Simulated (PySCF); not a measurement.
## Orbital energies and ionisation energy

Species: C3H4N2S.
Cartesian coordinates in Å at the PBE0-D3(BJ)/def2-SVP level; atoms count from 1:
```
atom  x, y, z in Å
N1     2.078   -0.001   -0.037
C2     0.726   -0.029    0.146
N3     0.002    1.023    0.388
C4    -1.323    0.692    0.461
C5    -1.633   -0.623    0.285
S6    -0.180   -1.522   -0.010
H7     2.603   -0.841    0.163
H8     2.515    0.863    0.263
H9    -2.059    1.473    0.661
H10   -2.604   -1.112    0.312
```

Level: B3LYP/def2-SVPD (PySCF). Frontier orbitals with their largest atomic shares (Löwdin; up to four atoms above 4 %):

```json
{"orbital": "HOMO−3", "ε (eV)": "-9.10", "main atoms": "N1 38 %, C5 16 %, C4 13 %, C2 12 %"}
{"orbital": "HOMO−2", "ε (eV)": "-7.76", "main atoms": "S6 44 %, N3 25 %, C4 10 %, C2 9 %"}
{"orbital": "HOMO−1", "ε (eV)": "-7.67", "main atoms": "N3 63 %, S6 13 %, C2 9 %, C4 8 %"}
{"orbital": "HOMO", "ε (eV)": "-5.99", "main atoms": "?"}
{"orbital": "LUMO", "ε (eV)": "-0.52", "main atoms": "S6 24 %, C2 20 %, C5 17 %, C4 13 %"}
{"orbital": "LUMO+1", "ε (eV)": "-0.17", "main atoms": "S6 56 %, H7 11 %, C5 9 %, C2 8 %"}
{"orbital": "LUMO+2", "ε (eV)": "0.37", "main atoms": "S6 46 %, C2 11 %, H8 11 %, N1 9 %"}
```

Q: What vertical ionisation energy does ΔSCF give, and how far is −ε(HOMO) from it?

A: ΔSCF: 8.18 eV (789 kJ/mol; threshold wavelength 152 nm); ⟨S²⟩ of the doublet left behind is 0.758, against 0.75 for a pure doublet. −ε(HOMO) is 5.99 eV, 2.19 eV below it. For the exact functional −ε(HOMO) would equal the first vertical ionisation energy; B3LYP (global hybrid, 20 % exact exchange) falls short of its own ΔSCF value by 27 %. Holes in the HOMO−1 and HOMO−2 were tried too where these lie within 1.2 eV of the HOMO; the lowest converged state counts.

Q: On which atoms does the HOMO lie?

A: C5 (aromatic CH next to a ring sulfur) 24 %, N1 (aniline-type nitrogen) 21 %, C4 (aromatic CH next to a ring nitrogen) 16 %, S6 (thiophene-type sulfur) 11 %, so no atom holds as much as 40 %. The HOMO−1 lies 1.68 eV lower.

Q: What total energies stand behind the ΔSCF value?

A: E(N) = -624.16063 Eh and E(N − 1) = -623.86006 Eh at the same geometry, 0.30057 Eh apart.

Q: What kinetic energy would electrons from this vertical process carry with Lyman-α light (10.199 eV)?

A: 10.20 − 8.18 = 2.02 eV.

Q: With α = 68.8 au, estimate the like-pair dispersion coefficient by London's formula C6 = (3/4)α²I.

A: I = 0.3006 Eh, so C6 ≈ 1070 au, a rough estimate.

Isolated species at its PBE0-D3(BJ)/def2-SVP geometry, gas phase.
